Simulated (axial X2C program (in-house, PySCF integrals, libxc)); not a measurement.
# Photoelectron levels of F₂ by EOM-IP-CCSD

Calculated with an in-house all-electron X2C program for linear molecules (integrals from PySCF): two-component X2C with atomic mean-field Coulomb and Gaunt terms, Gaussian nuclei, basis F dyall-av3z with contracted cores.

R = 1.378 Å (near the PBE0 minimum at charge 0 of the determinant lowest at the starting distance; the state shown can have its own minimum elsewhere).

Hartree–Fock spinors of F₂ (one of each Kramers pair; a window near the gap, which can cut inner shells):

```tsv
ω	occupied	ε (eV)	character
1/2	yes	-22.28	97% F p
3/2	yes	-22.24	97% F p
1/2	yes	-20.80	93% F p, 6% F s
1/2	yes	-17.97	94% F p, 5% F d
3/2	yes	-17.92	94% F p, 5% F d
1/2	no	1.94	88% F p, 7% F d, 4% F s
1/2	no	3.52	100% F p
3/2	no	3.52	100% F p
1/2	no	3.58	68% F s, 32% F p
1/2	no	4.15	87% F p, 6% F s, 6% F d
1/2	no	4.74	99% F p
```

Vertical ionisation energies of F₂ to the states of F₂⁺:

```csv
Ω of F₂⁺,vertical IE (eV),above lowest (cm⁻¹),ionised spinor,one-hole weight
3/2,15.411,0,94% F pπ,0.93
1/2,15.452,330,94% F pπ,0.93
3/2,19.112,29850,98% F pπ,0.91
1/2,19.146,30129,98% F pπ,0.91
1/2,21.272,47278,90% F pσ,0.95
```

Question: How far does the lowest EOM-IP-CCSD energy lie from the Koopmans value −ε of the highest filled spinor?

Answer: 15.411 eV against 17.92 eV, a shift of -2.51 eV: relaxation of the final state lowers the energy and the loss of correlation raises it.

Question: What is the splitting of the first π pair in the table, and is it regular or inverted?

Answer: E(3/2) − E(1/2) = 0 − 330 = -330 cm⁻¹ at EOM-IP-CCSD: inverted, Ω = 3/2 lower. Splittings at this level can be off by ten to twenty per cent.

This point took 7 s on 1 thread of Arm Neoverse V2 (shared host).

Reference electrons by ω block (each with its −ω partner): 1/2: 7, 3/2: 2. 14 electrons of F₂ correlated (inner shells frozen), 92 natural virtual spinors (a truncated set); levels can be off by some tenths of an eV. Roots sought by Ω: (1/2: 4, 3/2: 3, 5/2: 1); rows need 60 % one-particle weight and stop where some Ω has no more roots. Missing are any skipped roots, higher Ω and states of a further excitation; these come out far too high here and may in truth be low or lowest. T1 of the reference 0.010 (Lee–Taylor). Number of frozen shells: F 1 s. g and u states are not told apart. Large amplitudes in the reference (orbital relaxation or multireference character) lower the reliability.
